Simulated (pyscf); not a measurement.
## Four-centre exchange: Cl–GaH₂ (SMILES [Cl][GaH2]) + H₂O (SMILES O) -> HO–GaH–Cl (SMILES [OH][GaH][Cl]) + H₂ (SMILES [H][H])

Gas phase, singlet surface, charge 0. Bonds broken: Ga2–H3, O5–H6. Bonds formed: Ga2–O5, H3–H6. Optimised with ωB97X-D3(BJ)/def2-SVP in PySCF.

Transition state (Å):

```xyz
7

Cl    -0.0087    -0.4637     2.1984
Ga    -1.1736     0.1908     0.5123
H     -1.1933    -1.1911    -0.6917
H     -2.5249     0.9285     0.6287
O      0.0167     0.6514    -0.9384
H     -0.5252    -0.5453    -1.0511
H      0.9624     0.6468    -0.7344
```

One imaginary mode, 1333i cm⁻¹; descent along it reached the two sides named, in the forms told below.

```
bond    change  reactant side (Å)  saddle  product side
------  ------  -----------------  ------  ------------
Ga2–H3  breaks              1.564   1.833           2.6
O5–H6   breaks              0.968   1.318           3.2
Ga2–O5   forms              2.145   1.932         1.773
H3–H6    forms                2.9   0.996         0.762
```

Electronic energies relative to the separated reactants (kJ/mol):

```tsv
level	barrier	reaction energy	reverse barrier
ωB97X-D3(BJ)/def2-TZVP	43.7	-52.5	96.3
PBE/def2-TZVP	31.4	-50.3	81.7
r²SCAN/def2-TZVP	26.9	-57.7	84.6
B3LYP-D3(BJ)/def2-TZVP	45.7	-51.7	97.4
PBE0-D3(BJ)/def2-TZVP	37.9	-45.7	83.6
M06-2X/def2-TZVP	32.3	-66.6	98.9
ωB97M-D3(BJ)/def2-TZVP	50.3	-46.5	96.8
HF/def2-TZVP	103.9	-38.5	142.4
```

With ωB97M-D3(BJ)/def2-TZVP energies and thermal terms (ideal gas, 1 atm, RRHO with modes under 100 cm⁻¹ raised to 100, one conformer, R ln 2 for chiral ones without a mode under 150 cm⁻¹), in kJ/mol:

| T (K) | ΔH‡ | ΔG‡ | ΔH | ΔG |
|---|---|---|---|---|
| 298 | 44.2 | 87.7 | -56.0 | -49.1 |
| 600 | 44.4 | 132.0 | -51.7 | -43.9 |
| 900 | 47.0 | 175.3 | -48.0 | -40.8 |
| 1200 | 50.4 | 217.5 | -45.2 | -38.8 |

On the reactant side the descent ends in an adduct with a Ga–O contact, 79.6 kJ/mol under the separated species and 123.3 kJ/mol under the saddle at ωB97X-D3(BJ)/def2-TZVP. What is counted as formed (Ga–O) is already present as a longer contact in the reactant adduct; forming that adduct is a step of its own. At the saddle there is also a short Ga–H contact that neither side keeps. This is the saddle that the search found; another between the same sides may lie lower. Elements up to Kr have no core potential and no relativistic terms here.
